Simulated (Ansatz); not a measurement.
**SiH₅ (doublet): the correlation ladder at distance H1–H2 along a hydrogen transfer = 1.341 Å, cc-pVDZ**

How much of the correlation energy of SiH₅ (doublet) does each wave-function method recover here?

Method: cc-pVDZ, core rule «outside noble gas», up to 5 orbitals frozen; program: Ansatz 0.2.0, Gaussian basis.

The runs, in order: UHF; CCSD(T) on ROHF; CCSD(T) on UHF; BCCD(T) on ROHF; CISD; CCSDT(Q) on ROHF; CCSDT(Q) on UHF; CCSDTQ on ROHF; CASSCF and MRCISD+Q, 3 electrons in 3 orbitals; CASSCF and NEVPT2, 3 electrons in 3 orbitals; CASSCF and MRCISD+Q, 9 electrons in 9 orbitals; CASSCF and NEVPT2, 9 electrons in 9 orbitals.

### Step 1. The system

The geometry derives from fragments relaxed apart (PBE0/def2-TZVP) and kept rigid, so it is no stationary point. A hydrogen atom is moved between rigid fragments.

6 atoms, charge 0, spin multiplicity 2.

Atoms are counted from 1 here; the program's logs count them from 0.

Bond lengths: H2–Si3 1.440 Å, Si3–H4 1.486 Å, Si3–H5 1.486 Å, Si3–H6 1.486 Å. Angles: H2–Si3–H4 107.6°, H2–Si3–H5 107.6°, H2–Si3–H6 107.6°, H4–Si3–H5 111.3°, H4–Si3–H6 111.3°, H5–Si3–H6 111.3°.

### Step 2. UHF

The input, in.yaml:

```yaml
crystal:
  periodic: [false, false, false]
  atoms:
    - {symbol: H, position_ang: [-2.693638, 0.000000, -0.000002]}
    - {symbol: H, position_ang: [-1.352638, 0.000000, -0.000001]}
    - {symbol: Si, position_ang: [0.087362, 0.000000, 0.000000]}
    - {symbol: H, position_ang: [0.537336, -1.416253, 0.000001]}
    - {symbol: H, position_ang: [0.537336, 0.708126, -1.226511]}
    - {symbol: H, position_ang: [0.537335, 0.708127, 1.226511]}
basis:
  gaussian: {orbitals: cc-pVDZ}
magnetization: {spin_polarized: true, initial_magnetization: 1}
hamiltonian: {xc: hf}
output: {orbitals: {seedname: orbitals}}
```

On the command line:

```
> ansatz run in.yaml --threads 1 --pin off --events-out ev --progress --plain --max-ram 4096MiB --backend cpu
```

The runs that follow: CCSD(T) on ROHF; CCSD(T) on UHF; BCCD(T) on ROHF; CISD; CCSDT(Q) on ROHF; CCSDT(Q) on UHF; CCSDTQ on ROHF; CASSCF and MRCISD+Q, 3 electrons in 3 orbitals; CASSCF and NEVPT2, 3 electrons in 3 orbitals; CASSCF and MRCISD+Q, 9 electrons in 9 orbitals; CASSCF and NEVPT2, 9 electrons in 9 orbitals.

Q: Predict the results of all the runs planned. Wanted: RCCSDTQ below the RHF energy; RMP2 from RCCSDTQ; UMP2 from RCCSDTQ; RCCSD from RCCSDTQ; RCCSD(T) from RCCSDTQ; UCCSD(T) from RCCSDTQ; RCCSDT(Q) from RCCSDTQ; UCCSDT(Q) from RCCSDTQ; MRCISD+Q pair from RCCSDTQ.

**Answer**, as computed:

| quantity | value |
| --- | --- |
| RCCSDTQ below the RHF energy | -4.3243 eV |
| RMP2 from RCCSDTQ | +986.1 meV |
| UMP2 from RCCSDTQ | +978.0 meV |
| RCCSD from RCCSDTQ | +94.6 meV |
| RCCSD(T) from RCCSDTQ | +20.2 meV |
| UCCSD(T) from RCCSDTQ | +20.1 meV |
| RCCSDT(Q) from RCCSDTQ | +0.4 meV |
| UCCSDT(Q) from RCCSDTQ | +0.3 meV |
| MRCISD+Q pair from RCCSDTQ | -6.1 meV |
| NEVPT2 valence from RCCSDTQ | +899.1 meV |
| MRCISD+Q valence from RCCSDTQ | +24.1 meV |
| levels within 1 kcal/mol (43 meV) | RCCSD(T), UCCSD(T), BCCD(T), RCCSDT, UCCSDT, RCCSDT(Q), UCCSDT(Q), MRCISD+Q pair, MRCISD+Q valence |
| T1 diagnostic | 0.018 |
| effectively unpaired electrons | 1.01 |

In words: RCCSD(T) misses by +20.2 meV, 0.5 % of the correlation energy. One determinant dominates. Of the multireference levels listed MRCISD+Q pair comes nearest in total energy (-6.1 meV), which doesn't show that its space is the better one. These misses are within one basis, not against nature; the frozen cores of restricted and unrestricted runs differ, which can shift their rows.
